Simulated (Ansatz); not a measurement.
The input, for Ansatz 0.2.0:

```yaml
crystal:
  periodic: [false, false, false]
  atoms:
    - {symbol: Al, position_ang: [0.000000, -0.107696, 1.237712]}
    - {symbol: P, position_ang: [0.000000, 0.051009, -1.143237]}
    - {symbol: H, position_ang: [0.000000, 1.315423, 1.999097]}
basis:
  gaussian: {orbitals: 6-31G}
magnetization: {spin_polarized: false, initial_magnetization: 3}
correlation: {method: ccsd_t, electrons: outside_noble_gas}
scf: {lower_state_search: off}
output: {forces: true}
```

```sh
$ ansatz run in.yaml --threads 1 --pin off --events-out ev --progress --plain --max-ram 2393MiB
```

**Question.** Roughly how long does this take on 1 thread of Arm Neoverse V1, shared host, and how much host memory?

**Answer.** 0.69 s wall and 0.08 GiB.

```
these checks for a lower state are left out or cut short: starts, cluster_reference, orbital_swaps, neighbouring_geometries, increment
310 factors; integrals over basis functions are off by at most 1.5e-4 eV
mean field evaluation 1: about -15866.7635 eV, gradient 6.2e0 eV
mean field evaluation 2: about -15866.7668 eV, gradient 6.2e0 eV
mean field evaluation 4: about -15867.4127 eV, gradient 7.6e-1 eV
mean field evaluation 8: about -15867.4321 eV, gradient 2.5e-3 eV
mean field -15867.43213776 eV, -583.1173757309 hartree, gradient 5.5e-6 eV, S^2 3.750000; 0 other end points of the search recorded, 0 dependent functions left out
10 core orbitals not correlated: weight in the atoms' cores, before any rotation towards them, 1.000 or more for the frozen orbitals, at most 0.000 for the correlated occupied ones
reference -15867.43213776 eV, -583.1173757309 hartree; 6, 3 occupied and 12, 15 virtual orbitals, 310 factors
second order -1.30680762 eV of doubles, -0.03880593 eV of singles
cycle   1  -1.66826198 eV  change   -3.2e-1 eV  update   6.4e-2
cycle   2  -1.84924624 eV  change   -1.8e-1 eV  update   3.0e-2
cycle   3  -1.86817519 eV  change   -1.9e-2 eV  update   1.2e-2
cycle   4  -1.86730393 eV  change    8.7e-4 eV  update   5.4e-3
cycle   5  -1.86856037 eV  change   -1.3e-3 eV  update   3.2e-3
cycle   6  -1.86839017 eV  change    1.7e-4 eV  update   1.7e-3
cycle   7  -1.86885380 eV  change   -4.6e-4 eV  update   8.7e-4
cycle   8  -1.86908861 eV  change   -2.3e-4 eV  update   3.7e-4
cycle   9  -1.86891355 eV  change    1.8e-4 eV  update   1.6e-4
cycle  10  -1.86894588 eV  change   -3.2e-5 eV  update   7.1e-5
cycle  11  -1.86895436 eV  change   -8.5e-6 eV  update   2.7e-5
cycle  12  -1.86895962 eV  change   -5.3e-6 eV  update   1.2e-5
cycle  13  -1.86895216 eV  change    7.5e-6 eV  update   4.9e-6
cycle  14  -1.86895236 eV  change   -2.1e-7 eV  update   1.8e-6
cycle  15  -1.86895347 eV  change   -1.1e-6 eV  update   7.2e-7
perturbative correction -0.03988684 eV, -0.0014658143 hartree
the calculation of the forces begins
Total energy: -15869.34097807 eV, -583.1875243185 hartree
Atom 0 at     0.000000    -0.107696     1.237712 Å, force     0.000000    -0.557574     0.882910 eV/Å
Atom 1 at     0.000000     0.051009    -1.143237 Å, force     0.000000     0.084991    -1.118260 eV/Å
Atom 2 at     0.000000     1.315423     1.999097 Å, force     0.000000     0.472583     0.235350 eV/Å
Dipole moment:     0.000000    -0.134253     0.230863 e Å
Checks for a lower state left out: starts, cluster_reference, orbital_swaps, neighbouring_geometries, increment
```

Forces (eV/Å):
```
Al   0.000 -0.558  0.883
P    0.000  0.085 -1.118
H    0.000  0.473  0.235
```
